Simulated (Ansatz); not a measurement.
**Si2HCl: single points off equilibrium**

How do the functionals fare away from a minimum? The structure is a structure displaced at random from a GFN2-xTB minimum.

The runs use Ansatz 0.2.0, Gaussian basis; single points in def2-TZVPP.

Correlated methods freeze the cores.

### Step 1. The system as given

SMILES `[SiH]#[Si]Cl`, 4 atoms, charge 0, spin multiplicity 1.

Atoms are counted from 1 here; the program's logs count them from 0.

Bond lengths: Si1–Si2 2.146 Å, Si1–H4 1.358 Å, Si2–Cl3 2.233 Å. Angles: Si2–Si1–H4 169.7°, Si1–Si2–Cl3 94.4°.

As a file:

```mol
ClHSi2
  3D, bonds by distance, orders not assigned

  4  3  0  0  0  0  0  0  0  0999 V2000
   -0.5855    0.0656   -0.7441 Si  0  0
    0.5615   -1.3613    0.3750 Si  0  0
    1.4434    0.1639    1.7466 Cl  0  0
   -1.2083    1.1331   -1.3059 H   0  0
  1  2  8  0
  1  4  8  0
  2  3  8  0
M  END
```

### Step 2. CCSD(T)/def2-TZVPP

Contents of run/in.yaml:

```yaml
crystal:
  periodic: [false, false, false]
  atoms:
    - {symbol: Si, position_ang: [-0.585500, 0.065600, -0.744100]}
    - {symbol: Si, position_ang: [0.561500, -1.361300, 0.375000]}
    - {symbol: Cl, position_ang: [1.443400, 0.163900, 1.746600]}
    - {symbol: H, position_ang: [-1.208300, 1.133100, -1.305900]}
basis:
  gaussian: {orbitals: def2-TZVPP}
correlation: {method: ccsd_t}
output: {forces: true}
```

No record of the launch command was kept for these runs.

### Step 3. PBE0-D4/def2-TZVPP

run/in.yaml: that of step 2 with these lines changed.

```diff
@@ -9,3 +9,3 @@
   gaussian: {orbitals: def2-TZVPP}
-correlation: {method: ccsd_t}
-output: {forces: true}
+hamiltonian: {xc: pbe0, dispersion: d4}
+output: {forces: true, orbitals: {seedname: orbitals}}
```

### Step 4. wB97M-V/def2-TZVPP

run/in.yaml: that of step 3 with these lines changed.

```diff
@@ -9,3 +9,3 @@
   gaussian: {orbitals: def2-TZVPP}
-hamiltonian: {xc: pbe0, dispersion: d4}
-output: {forces: true, orbitals: {seedname: orbitals}}
+hamiltonian: {xc: {name: wB97M-V}}
+output: {forces: true}
```

### Step 5. r2SCAN-D4/def2-TZVPP

run/in.yaml: that of step 4 with these lines changed.

```diff
@@ -9,3 +9,3 @@
   gaussian: {orbitals: def2-TZVPP}
-hamiltonian: {xc: {name: wB97M-V}}
+hamiltonian: {xc: r2scan, dispersion: d4}
 output: {forces: true}
```

### Step 6. PBE-D4/def2-TZVPP

run/in.yaml: that of step 5 with these lines changed.

```diff
@@ -9,3 +9,3 @@
   gaussian: {orbitals: def2-TZVPP}
-hamiltonian: {xc: r2scan, dispersion: d4}
+hamiltonian: {xc: pbe, dispersion: d4}
 output: {forces: true}
```

### Step 7. BLYP-D4/def2-TZVPP

run/in.yaml: that of step 6 with these lines changed.

```diff
@@ -9,3 +9,3 @@
   gaussian: {orbitals: def2-TZVPP}
-hamiltonian: {xc: pbe, dispersion: d4}
+hamiltonian: {xc: {name: BLYP}, dispersion: d4}
 output: {forces: true}
```

### Step 8. r2SCANh-D4/def2-TZVPP

run/in.yaml: that of step 7 with these lines changed.

```diff
@@ -9,3 +9,3 @@
   gaussian: {orbitals: def2-TZVPP}
-hamiltonian: {xc: {name: BLYP}, dispersion: d4}
+hamiltonian: {xc: {name: r2SCANh}, dispersion: d4}
 output: {forces: true}
```

(Steps that only read results are left out.)

**Question.** What will these runs give? Wanted: energy less free atoms, CCSD(T)/def2-TZVPP; RMS force component; RMS force error; HOMO and LUMO, PBE0-D4; T1 diagnostic.

As calculated:

| quantity | value |
| --- | --- |
| energy less free atoms, CCSD(T)/def2-TZVPP | -8.434 eV |
| RMS force component | 1.197 to 1.327 eV/Å over the methods |
| RMS force error | PBE0-D4 0.137, wB97M-V 0.108, r2SCAN-D4 0.122, PBE-D4 0.157, BLYP-D4 0.202, r2SCANh-D4 0.129 eV/Å |
| HOMO and LUMO, PBE0-D4 | -6.16 and -3.95 eV |
| T1 diagnostic | 0.022 |

Against CCSD(T) the functionals' energies less atoms differ by -0.857 to -0.432 eV, PBE-D4 by -0.857 eV. CCSD(T) in triple zeta still lacks some correlation energy of the bonds, so part of these gaps is its own basis error and they don't rank the functionals. For forces wB97M-V does best and BLYP-D4 worst. Frozen-core CCSD(T) forces in triple zeta carry basis errors of their own, and this is one geometry, so small gaps rank nothing. The restricted Hartree–Fock reference is unstable towards an unrestricted one at one or more of these structures.
